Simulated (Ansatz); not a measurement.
# AlClH₄Si: ionisation energy by level of theory

One table from this session's results is given with a row withheld; the runs are named, their logs left out.

Program: Ansatz 0.2.0, Gaussian basis. Level of theory: unrestricted cation, the program's frozen cores in correlated methods. These are calculated values, not measurements.

Plan: UKS PBE-D4/def2-TZVPP; UKS r2SCAN-D4/def2-TZVPP; UKS PBE0-D4/def2-TZVPP; UKS B3LYP-D4/def2-TZVPP; UKS wB97X-V/def2-TZVPP; UKS wB97M-V/def2-TZVPP; UKS B2PLYP/def2-TZVPP; UHF-CCSD(T)/def2-TZVPP; UHF-MP2/def2-QZVPP; extrapolation to the limit; then −ε(HOMO) from the neutral's earlier runs with LDA (SPW92), PBE-D4, revPBE-D4, BLYP-D4, r2SCAN-D4, B97M-V, PBE0-D4, B3LYP-D4, r2SCANh-D4, r2SCAN0-D4, HSE06-D4, BHLYP-D4, CAM-B3LYP-D4, LC-ωPBE, ωB97X-V, ωB97M-V.

## The relaxed structure

The geometry comes from an earlier relaxation with PBE0-D4 in a triple-zeta def2 set; it is a stationary point, not always the lowest conformer.

SMILES `[SiH3][AlH][Cl]`, 7 atoms, charge 0, spin multiplicity 1.

Atoms are counted from 1 here; the program's logs count them from 0.

Bond lengths: Si1–Al2 2.446 Å, Si1–H4 1.490 Å, Si1–H5 1.490 Å, Si1–H6 1.489 Å, Al2–Cl3 2.104 Å, Al2–H7 1.581 Å. Angles: Al2–Si1–H4 110.2°, Al2–Si1–H5 110.2°, Al2–Si1–H6 112.2°, H4–Si1–H5 107.8°, H4–Si1–H6 108.2°, H5–Si1–H6 108.1°, Si1–Al2–Cl3 116.2°, Si1–Al2–H7 127.5°, Cl3–Al2–H7 116.3°.

Set-up of the first run:

Contents of in.yaml:

```yaml
crystal:
  periodic: [false, false, false]
  atoms:
    - {symbol: Si, position_ang: [-0.861232, 0.582519, -0.311210]}
    - {symbol: Al, position_ang: [1.094795, -0.612421, 0.543106]}
    - {symbol: Cl, position_ang: [1.783412, -2.223128, -0.622903]}
    - {symbol: H, position_ang: [-2.012678, -0.351791, -0.455306]}
    - {symbol: H, position_ang: [-0.567601, 1.154725, -1.655104]}
    - {symbol: H, position_ang: [-1.276559, 1.696075, 0.586291]}
    - {symbol: H, position_ang: [1.901063, -0.313979, 1.869528]}
basis:
  gaussian: {orbitals: def2-TZVPP}
total_charge: 1
magnetization: {spin_polarized: true, initial_magnetization: 1}
hamiltonian: {xc: pbe, dispersion: d4}
```

Among the steps run: Cation, UKS PBE-D4/def2-TZVPP; Cation, UKS r2SCAN-D4/def2-TZVPP; Cation, UKS PBE0-D4/def2-TZVPP; Cation, UKS B3LYP-D4/def2-TZVPP; Cation, UKS wB97X-V/def2-TZVPP; Cation, UKS wB97M-V/def2-TZVPP; Cation, UKS B2PLYP (frozen core)/def2-TZVPP; Cation, UHF-CCSD(T)/def2-TZVPP; Cation, UHF-MP2/def2-QZVPP.

One table of the session follows, with a row left open; its other results are not shown here.

For comparison, −ε(HOMO) of the neutral from earlier runs:

| functional | −ε(HOMO) (eV) |
| --- | --- |
| LDA (SPW92) | 6.76 |
| PBE-D4 | 6.69 |
| revPBE-D4 | 6.65 |
| BLYP-D4 | 6.55 |
| r2SCAN-D4 | 6.95 |
| B97M-V | 7.03 |
| PBE0-D4 | 7.80 |
| B3LYP-D4 | 7.61 |
| r2SCANh-D4 | 7.36 |
| r2SCAN0-D4 | 7.97 |
| HSE06-D4 | 7.41 |
| BHLYP-D4 | 8.82 |
| CAM-B3LYP-D4 | 9.07 |
| LC-ωPBE | 10.38 |
| ωB97X-V | 10.06 |
| ωB97M-V | ? |

Estimate the missing values for ωB97M-V.

As computed: −ε(HOMO) (eV): 9.80. In the column «−ε(HOMO) (eV)» it lies between CAM-B3LYP-D4 (9.07) and ωB97X-V (10.06).
